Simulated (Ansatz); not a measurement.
# SiH₄O (singlet): from Hartree-Fock to the top rungs at scale of all distances = 1.113, cc-pVDZ

How much of the correlation energy of SiH₄O (singlet) does each wave-function method recover here?

The runs use Ansatz 0.2.0, Gaussian basis; cc-pVDZ, core rule «outside noble gas», up to 6 orbitals frozen.

The runs, in order: UHF; CCSD(T) on RHF; BCCD(T) on RHF; CISD; CCSDT(Q) on RHF; CASSCF and MRCISD+Q, 2 electrons in 2 orbitals; CASSCF and NEVPT2, 2 electrons in 2 orbitals.

25 further runs of the same task are left out: 24 that didn't finish, 1 set aside as unsound or not needed.

## 1. What is computed

The geometry derives from a PBE0/def2-TZVP stationary point (not a proven minimum). All distances are scaled together.

6 atoms, charge 0, spin multiplicity 1.

Atoms are counted from 1 here; the program's logs count them from 0.

Bond lengths: Si1–O2 1.834 Å, Si1–H3 1.657 Å, Si1–H4 1.648 Å, Si1–H5 1.657 Å, O2–H6 1.066 Å. Angles: O2–Si1–H3 111.7°, O2–Si1–H4 105.9°, O2–Si1–H5 111.7°, H3–Si1–H4 109.9°, H3–Si1–H5 107.9°, H4–Si1–H5 109.9°, Si1–O2–H6 117.8°.

## 2. UHF

in.yaml

```yaml
crystal:
  periodic: [false, false, false]
  atoms:
    - {symbol: Si, position_ang: [0.000000, -0.027620, 0.623288]}
    - {symbol: O, position_ang: [0.000000, 0.107535, -1.205864]}
    - {symbol: H, position_ang: [1.339567, -0.830581, 1.177290]}
    - {symbol: H, position_ang: [0.000000, 1.519373, 1.190863]}
    - {symbol: H, position_ang: [-1.339567, -0.830581, 1.177290]}
    - {symbol: H, position_ang: [0.000000, -0.795524, -1.771770]}
basis:
  gaussian: {orbitals: cc-pVDZ}
magnetization: {spin_polarized: true, initial_magnetization: 0}
hamiltonian: {xc: hf}
output: {orbitals: {seedname: orbitals}}
```

Run with:

```console
ansatz run in.yaml --threads 1 --pin off --events-out ev --progress --plain --max-ram 2393MiB
```

Further steps of the session: CCSD(T) on RHF; BCCD(T) on RHF; CISD; CCSDT(Q) on RHF; CASSCF and MRCISD+Q, 2 electrons in 2 orbitals; CASSCF and NEVPT2, 2 electrons in 2 orbitals.

Before running them: what should the planned runs give, taken together? Wanted: RCCSDT(Q) below the RHF energy; RMP2 from RCCSDT(Q); RCCSD from RCCSDT(Q); RCCSD(T) from RCCSDT(Q); NEVPT2 pair from RCCSDT(Q); T1 diagnostic.

As calculated:

```
                         quantity            value
   RCCSDT(Q) below the RHF energy       -9.3863 eV
              RMP2 from RCCSDT(Q)  +24.18 kcal/mol
             RCCSD from RCCSDT(Q)   +5.90 kcal/mol
          RCCSD(T) from RCCSDT(Q)   +1.09 kcal/mol
       NEVPT2 pair from RCCSDT(Q)  +23.81 kcal/mol
levels within 1 kcal/mol (43 meV)           RCCSDT
                    T1 diagnostic            0.014
```

In words: RCCSD(T) misses by +1.09 kcal/mol, 0.5 % of the correlation energy. These misses are within one basis, not against nature.
